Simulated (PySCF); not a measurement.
ethanethiol cation (C2H6S), SMILES CCS (connectivity only; charge and spin as stated), charge +1, multiplicity 2. Atoms are numbered in the order given.

```xyz
9

C      0.3304     1.6498     0.0000
C     -0.6322     0.4772     0.0000
S      0.0855    -1.1688     0.0000
H     -0.2589     2.5684     0.0000
H      0.9590     1.6499    -0.8916
H      0.9590     1.6499     0.8916
H     -1.3089     0.4538     0.8712
H     -1.3089     0.4538    -0.8712
H      1.4010    -0.8369     0.0000
```
Charge +1, spin multiplicity 2.

Coordinates come from a TPSSh-D3(BJ)/def2-TZVP optimisation. The geometry has at least one imaginary mode, so it is a saddle point at that level. The spin state was assumed, not searched. Other conformers were not sampled.

Method: PBE0/pcH-1 run with PySCF.

Unrestricted Kohn–Sham, ⟨S²⟩ = 0.754. Hyperfine tensors hold the contact and dipolar terms, without spin-orbit corrections.

Question: Estimate the hyperfine couplings. (Estimate from the structure and the level; the computed values follow.)

Answer: 
| nucleus | A(iso) (MHz) | A(iso) (G) | dipolar principal values (MHz) |
|---|---|---|---|
| 13C no. 1 | -1.7 | -0.6 | -0.6, -0.4, 1.0 |
| 13C no. 2 | -16.6 | -5.9 | -8.0, -6.4, 14.4 |
| 33S no. 3 | 30.1 | 10.7 | -91.4, -85.9, 177.3 |
| 1H no. 4 | -3.5 | -1.2 | -1.6, -1.5, 3.1 |
| 1H no. 5 | 6.3 | 2.2 | -2.3, -2.1, 4.4 |
| 1H no. 6 | 6.3 | 2.2 | -2.3, -2.1, 4.4 |
| 1H no. 7 | 133.4 | 47.6 | -7.7, -2.3, 10.0 |
| 1H no. 8 | 133.4 | 47.6 | -7.7, -2.3, 10.0 |
| 1H no. 9 | -48.4 | -17.3 | -21.7, -0.6, 22.3 |

Question: And the g tensor (effective nuclear charges for spin-orbit coupling, GIAO)? (The exact figures need the calculation; the answer reports its results.)

Answer: principal values 2.0023, 2.0164, 2.0342; isotropic 2.0176.
